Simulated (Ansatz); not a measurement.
## Worked example: correlation energy of Cl–CH–Ga, doublet

Geometry: displaced at random from a stationary point.

```xyz
4

Cl    0.0689   -0.2103    1.9898
C    -0.0960    0.8963    0.6702
Ga   -0.0194   -0.0740   -1.1423
H     0.0637    1.8379    1.0413
```

Basis cc-pVDZ; Ansatz 0.2.0. Only valence electrons are correlated (noble-gas cores and the filled d shells of p-block atoms frozen), which leaves 15 electrons in 44 orbitals. Prefix R: restricted or restricted open-shell reference; prefix U: unrestricted. No spin–orbit coupling is included, and no scalar relativity.

Full CI isn't at hand for all of this; UCCSDT(Q) serves as the reference, and is uncertain by about the last step of the cluster series.

Runs differ by some tens of microhartree through their thresholds and, for an open shell, their frozen cores, so steps under 0.03 kcal/mol mean nothing.

```json
{"level": "UHF", "total energy (hartree)": "-2421.114228"}
{"level": "UMP2", "total energy (hartree)": "-2421.402875"}
{"level": "UCCSD", "total energy (hartree)": "-2421.440751"}
{"level": "UCCSD(T)", "total energy (hartree)": "-2421.449986"}
{"level": "UCCSDT", "total energy (hartree)": "-2421.451082"}
{"level": "UCCSDT(Q)", "total energy (hartree)": "-2421.451865"}
```

Question: What is the correlation energy at UCCSDT(Q), and what share of it do UMP2 and UCCSD recover?

Answer: E(corr) = -2421.451865 − (-2421.114228) = -0.337637 hartree = -9.188 eV. UMP2: -0.288647 / -0.337637 = 85.49 %. UCCSD: -0.326523 / -0.337637 = 96.71 %.

Question: By how many kcal/mol does UCCSD(T) miss UCCSDT(Q) (1 hartree = 627.509 kcal/mol), and which steps make up the rest?

Answer: -2421.449986 − (-2421.451865) = 0.001879 hartree = 1.18 kcal/mol. Steps: UCCSDT − UCCSD(T) = -0.69, UCCSDT(Q) − UCCSDT = -0.49 kcal/mol. Differences between like states or geometries often cancel part of this.
